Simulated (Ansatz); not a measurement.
Ideal-gas functions of `CC(=N)S` at 800 K and 1 bar, from an Ansatz frequency run at PBE0-D4/def2-TZVP.

Molar mass 75.14 g/mol, point group Cs (symmetry number 1), electronic degeneracy 1, moments of inertia 52.367, 102.444, 151.669 u Å². Harmonic wavenumbers (cm⁻¹, unscaled): 175, 200, 334, 426, 499, 644, 878, 884, 1008, 1066, 1080, 1294, 1393, 1464, 1470, 1724, 2717, 3057, 3126, 3168, 3488.

Use S(trans) = R[1.5 ln M + 2.5 ln T − 1.1517]; rotational temperatures θ = 24.2544 K / I; S(rot) = R[ln(√π/σ · √(T³/θAθBθC)) + 1.5]; for each mode x = 1.438777 ν̃/T, S = R[x/(eˣ − 1) − ln(1 − e⁻ˣ)] and H = RT x/(eˣ − 1); 1 cm⁻¹ = 0.0119627 kJ/mol; R = 8.31446 J/(mol·K).

By hand: the entropy, in J/(mol·K).

Translation 183.2. Rotation: θ = 0.4632, 0.2368, 0.1599 K, giving 117.4. Vibration, mode by mode: 17.96, 16.86, 12.68, 10.73, 9.49, 7.54, 5.33, 5.28, 4.42, 4.07, 3.99, 2.95, 2.56, 2.32, 2.30, 1.60, 0.37, 0.22, 0.20, 0.19, 0.11, in all 111.2. Electronic 0.0. Sum 411.8 J/(mol·K).

By hand: H − E and G − E in kJ/mol, counted from the electronic energy.

Zero-point energy ½ × 30095 × 0.0119627 = 180.0; thermal vibration 47.8; translation, rotation and pV give 4 RT = 26.6. H − E = 254.4 kJ/mol, and G − E = 254.4 − 800 × 411.8/1000 = -75.0 kJ/mol.

Vibration gives 27 % of the entropy. The sum counts one conformer and one mirror image; others add a mixing term.
